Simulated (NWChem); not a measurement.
## Basis-set dependence for C (-1)

```
C
```
Charge -1, spin multiplicity 4.

Program: NWChem.

Hartree-Fock energies in Ha, correlation energies in mHa.

The correlated methods keep 1 core orbital frozen. The stability of the SCF solutions was not checked. Open-shell Hartree-Fock references start from PBE0 orbitals. Coupled-cluster values serve here as a point of comparison, not as the truth.

```csv
basis,functions,UHF,UMP2,SCS-UMP2,CCSD on ROHF,CCSD[T] on ROHF,CCSD(T) on ROHF,CCSD on UHF,CCSD[T] on UHF,CCSD(T) on UHF,CCSDT on ROHF
def2-SVPD,20,-37.64911,-71.7,-66.9,-92.2,-94.6,-94.6,-88.5,-90.5,-90.5,-94.8
def2-TZVPD,37,-37.70388,-92.8,-85.9,-110.8,-115.2,-115.1,-109.0,-112.9,-112.9,-115.3
```

From def2-SVPD to def2-TZVPD the Hartree-Fock energy moves by -54.8 mHa and the UMP2 correlation energy by -21.1 mHa, which is 23 % of its value in the larger set.
